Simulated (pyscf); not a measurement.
## Concerted two-bond exchange: GeH₂ (SMILES [GeH2]) [singlet] + H₃C–OH (SMILES CO) → O=GeH₂ (SMILES [O]=[GeH2]) + CH₄ (SMILES C)

Gas phase, singlet surface, charge 0. Bonds broken: C4–O5, O5–H9. Bonds formed: Ge1–O5, C4–H9. Structures and frequencies: ωB97X-D3(BJ)/def2-SVP in PySCF.

Transition state (Å):

```xyz
9

Ge     1.1701     1.2686    -0.3868
H      0.8842     0.4057    -1.6640
H      2.1151     0.3471     0.4553
C     -1.4365    -0.4853     1.0129
O     -0.3921     1.3076     0.5439
H     -0.8866    -0.5623     1.9519
H     -1.0841    -1.1463     0.2111
H     -2.5255    -0.3919     1.1226
H     -1.2498     0.7993     0.2420
```

One imaginary mode, 1205i cm⁻¹; descent along it reached the two sides named, in the forms told below.

```tsv
bond	change	reactant side (Å)	saddle	product side
C4–O5	breaks	1.429	2.127	3.5
O5–H9	breaks	0.966	1.042	2.386
Ge1–O5	forms	2.175	1.819	1.631
C4–H9	forms	1.987	1.510	1.103
```

Electronic energies relative to the separated reactants (kJ/mol):

```
level                   barrier  reaction energy  reverse barrier
----------------------  -------  ---------------  ---------------
ωB97X-D3(BJ)/def2-TZVP    217.2            -79.4            296.6
PBE/def2-TZVP             108.8            -93.7            202.5
r²SCAN/def2-TZVP          117.8           -100.1            217.9
B3LYP-D3(BJ)/def2-TZVP    154.0            -76.2            230.2
PBE0-D3(BJ)/def2-TZVP     163.2            -74.5            237.7
M06-2X/def2-TZVP          201.6            -72.0            273.6
ωB97M-D3(BJ)/def2-TZVP    215.8            -65.7            281.5
HF/def2-TZVP              341.6            -30.9            372.6
```

With ωB97M-D3(BJ)/def2-TZVP energies and thermal terms (ideal gas, 1 atm, RRHO with modes under 100 cm⁻¹ raised to 100, one conformer, R ln 2 for chiral ones without a mode under 150 cm⁻¹), in kJ/mol:

```json
[
 {"T (K)": "298", "ΔH‡": "204.5", "ΔG‡": "245.6", "ΔH": "-68.5", "ΔG": "-61.4"},
 {"T (K)": "600", "ΔH‡": "208.9", "ΔG‡": "285.6", "ΔH": "-68.0", "ΔG": "-54.4"},
 {"T (K)": "900", "ΔH‡": "213.4", "ΔG‡": "322.9", "ΔH": "-67.8", "ΔG": "-47.7"},
 {"T (K)": "1200", "ΔH‡": "217.5", "ΔG‡": "358.8", "ΔH": "-67.7", "ΔG": "-41.0"}
]
```

On the reactant side the descent ends in an adduct with a Ge–O contact, 81.9 kJ/mol under the separated species and 299.1 kJ/mol under the saddle at ωB97X-D3(BJ)/def2-TZVP. What is counted as formed (Ge–O) is already present as a longer contact in the reactant adduct; forming that adduct is a step of its own. The same reactants have a lower exit, to H₃C–O–GeH₃ (barrier +69.5 kJ/mol at ωB97M-D3(BJ)/def2-TZVP, against +215.8 kJ/mol here). O=GeH₂ lies 127.2 kJ/mol over its isomer HO–GeH: [singlet] (electronic energy, ωB97M-D3(BJ)/def2-TZVP). One saddle was located; it need not be the lowest between these sides. One closed-shell reference is unstable to symmetry breaking; treat the single-reference values with care. Elements up to Kr have no core potential and no relativistic terms here.
